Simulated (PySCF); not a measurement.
ECD: `C1[C@@H](C)[C@@H]1F`, C$_{4}$H$_{7}$F

Molfile (atoms numbered from 1):
```
C4H7F
     RDKit          3D

 12 12  0  0  0  0  0  0  0  0999 V2000
    1.4783    0.2013    0.1700 C   0  0  0  0  0  0  0  0  0  0  0  0
    0.1573   -0.0606   -0.5070 C   0  0  2  0  0  0  0  0  0  0  0  0
   -1.0866    0.6622   -0.0603 C   0  0  0  0  0  0  0  0  0  0  0  0
   -0.9210   -0.7964    0.2190 C   0  0  1  0  0  0  0  0  0  0  0  0
   -1.6953   -1.6735   -0.4860 F   0  0  0  0  0  0  0  0  0  0  0  0
    1.9576    1.0758   -0.2662 H   0  0  0  0  0  0  0  0  0  0  0  0
    1.3355    0.3807    1.2331 H   0  0  0  0  0  0  0  0  0  0  0  0
    2.1453   -0.6503    0.0491 H   0  0  0  0  0  0  0  0  0  0  0  0
    0.2329   -0.2660   -1.5678 H   0  0  0  0  0  0  0  0  0  0  0  0
   -1.0201    1.3452    0.7725 H   0  0  0  0  0  0  0  0  0  0  0  0
   -1.8098    0.9439   -0.8094 H   0  0  0  0  0  0  0  0  0  0  0  0
   -0.7728   -1.1629    1.2270 H   0  0  0  0  0  0  0  0  0  0  0  0
  1  2  1  0
  2  3  1  0
  3  4  1  0
  4  5  1  0
  4  2  1  0
  1  6  1  0
  1  7  1  0
  1  8  1  0
  2  9  1  6
  3 10  1  0
  3 11  1  0
  4 12  1  1
M  END
```

Method used: TDDFT PBE0/def2-SVPD circular dichroism and optical rotation, one conformer, gas phase (PySCF 2.14.0). Geometry: GFN2-xTB.

States above about 8.0 eV lie in this functional's continuum (it starts at minus the energy of the highest occupied orbital, well below the true ionisation energy for most functionals) and depend on the basis.

**Question.** Assign R or S to each stereocentre.

**Answer.** C2 R, C4 R.

**Question.** Which excitations and rotatory strengths does the calculation give?

**Answer.** Rotatory strengths R in 10⁻⁴⁰ esu² cm², velocity form and length form (origin at the centre of mass); f in length form.
| state | E (eV) | λ (nm) | f | R (velocity) | R (length) | main |
| --- | --- | --- | --- | --- | --- | --- |
| 1 | 7.74 | 160 | 0.011 | +23.0 | +23.4 | HOMO→LUMO 0.87, HOMO→LUMO+1 0.11 |
| 2 | 7.82 | 159 | 0.006 | -1.6 | -2.8 | HOMO→LUMO+1 0.85, HOMO→LUMO 0.11 |
| 3 | 8.14 | 152 | 0.009 | -7.2 | -8.5 | HOMO−1→LUMO 0.95 |
| 4 | 8.25 | 150 | 0.008 | -2.2 | -2.2 | HOMO−1→LUMO+1 0.96 |
| 5 | 8.43 | 147 | 0.028 | -12.3 | -11.5 | HOMO→LUMO+2 0.97 |
| 6 | 8.56 | 145 | 0.007 | -7.3 | -6.8 | HOMO→LUMO+3 0.95 |
| 7 | 8.80 | 141 | 0.014 | -14.8 | -12.5 | HOMO−1→LUMO+2 0.97 |
| 8 | 9.03 | 137 | 0.004 | -16.0 | -14.1 | HOMO−1→LUMO+3 0.97 |
| 9 | 9.11 | 136 | 0.020 | +4.9 | +3.8 | HOMO→LUMO+4 0.87 |
| 10 | 9.40 | 132 | 0.002 | -4.4 | -3.9 | HOMO→LUMO+5 0.86 |
| 11 | 9.48 | 131 | 0.015 | +11.0 | +10.9 | HOMO−1→LUMO+4 0.85 |
| 12 | 9.84 | 126 | 0.101 | +28.8 | +27.0 | HOMO−1→LUMO+5 0.85 |
| 13 | 9.88 | 126 | 0.012 | -7.2 | -5.9 | HOMO→LUMO+6 0.67, HOMO−2→LUMO 0.19 |
| 14 | 9.94 | 125 | 0.040 | +13.7 | +13.8 | HOMO−2→LUMO 0.71, HOMO→LUMO+6 0.20 |
| 15 | 10.14 | 122 | 0.070 | +15.6 | +14.9 | HOMO→LUMO+7 0.81 |
| 16 | 10.28 | 121 | 0.099 | -11.3 | -11.7 | HOMO−2→LUMO+1 0.54, HOMO−1→LUMO+6 0.36 |

Among the states computed, the strongest CD band (largest |R|) is state 12. The largest dissymmetry factor in size, g = 4R/(D+G), with D and G the electric and magnetic dipole strengths, is -0.044 for state 8 (velocity form, f = 0.005), among bands with |R| over 0.5. The mirror image has the same energies and oscillator strengths and all R with the opposite sign.
